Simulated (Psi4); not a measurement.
Process, species as SMILES: S (H2S) → [SH-] + H+
B3LYP-D3(BJ)/def2-TZVP geometries, fixed; electronic energies without zero-point terms.
Largest species:
```xyz
3

S      0.0018     0.0003     0.1031
H     -0.0075     0.9678    -0.8277
H     -0.0219    -0.9726    -0.8218
```
Charge 0, spin multiplicity 1.

Basis-set convergence of the deprotonation energy at B3LYP with Psi4. Cartesian d functions, on some or all atoms, in 6-31+G*; all else is spherical. Density fitting with the program's default auxiliary sets. Psi4's default fitting sets serve the pcseg sets less well. No added dispersion term, no relativity. Functions are those of the species that has most. Reference: the value in aug-cc-pV(5+d)Z, 355.53 kcal/mol, itself unsure by roughly 0.20 kcal/mol (its mean distance from aug-cc-pV(Q+d)Z, def2-QZVPPD). Deviations are taken from unrounded values.

```tsv
basis	functions	deprotonation energy (kcal/mol)	minus reference (kcal/mol)
3-21G	17	357.03	1.50
6-31+G*	27	351.36	-4.17
def2-SVP	28	378.57	23.04
6-311++G(2d,2p)	55	354.80	-0.73
pcseg-2	62	360.71	5.18
cc-pV(T+d)Z	67	363.50	7.97
def2-TZVPP	70	363.51	7.98
jun-cc-pV(T+d)Z	76	355.29	-0.24
aug-cc-pV(T+d)Z	101	355.28	-0.25
cc-pV(Q+d)Z	124	359.80	4.27
def2-QZVPPD	145	355.17	-0.36
aug-cc-pV(Q+d)Z	181	355.48	-0.05
aug-cc-pV(5+d)Z	296	355.53	0.00
```
